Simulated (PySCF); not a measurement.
## State search for AlB

Unrestricted PBE0; PySCF, no relativity, basis sets Al pcseg-1, B pcseg-1. Outer shells of the fragments: Al 3s2 3p1; B 2s2 2p1.

Followed along the bond (rough minima from three points):

```
2Ms+1  unpaired  ⟨S²⟩ at the start  R at minimum (Å)  Te (eV)
    3      π ↑↑               2.25              2.03     0.00
    3  σ ↑, π ↑               2.00              2.24     0.06
    1  σ ↓, π ↑               1.01              2.24     0.24
    1      π ↑↓               1.00              2.06     0.30
    1      none               0.19              2.08     1.00
```

Solutions found at the starting distance of 2.010 Å, counted from the lowest of them; the search is not exhaustive and high or unbound solutions are not listed, so other states can lie among these:

| 2Ms+1 | unpaired | term | E (eV) | ⟨S²⟩ | ⟨Lz²⟩ | μ (D) |
| --- | --- | --- | --- | --- | --- | --- |
| 3 | π ↑↑ | ³Σ⁻ | 0.00 | 2.25 | 0.00 | -1.78 |
| 3 | σ ↑, π ↑ | ³Π | 0.29 | 2.00 | 1.00 | -0.54 |
| 1 | π ↑↓ | mixed | 0.31 | 1.00 | 2.01 | -1.74 |
| 1 | σ ↓, π ↑ | mixed | 0.48 | 1.01 | 1.00 | -0.83 |
| 1 | none | mixed | 1.02 | 0.19 | 2.00 | -1.64 |
| 3 | σ ↑↑, π ↑↓ | mixed | 1.73 | 3.00 | 2.00 | -2.41 |
| 1 | σ ↓↓, π ↑↑ | mixed | 2.13 | 2.01 | 0.00 | -2.56 |
| 3 | σ ↑, π ↑ | ³Π | 2.64 | 2.03 | 1.01 | -2.57 |
| 3 | π ↑↑ | mixed | 2.94 | 2.21 | 2.00 | -0.38 |
| 1 | σ ↓, π ↑ | mixed | 3.04 | 1.12 | 1.00 | -2.42 |

A term symbol is given only where ⟨S²⟩ and ⟨Lz²⟩ are close to those of a pure state; real π, δ and φ orbitals otherwise mix terms. A positive dipole means Al(−)B(+).

Problem. Compare the gap between the two lowest followed solutions at the starting distance with the gap between their minima.

Solution. At PBE0 the second solution (triplet, unpaired electrons σ ↑, π ↑) lies +0.29 eV from the first (triplet, unpaired electrons π ↑↑) at 2.010 Å and +0.06 eV at the minima; the two curves relax by different amounts, since their minima lie near 2.24 and 2.03 Å.
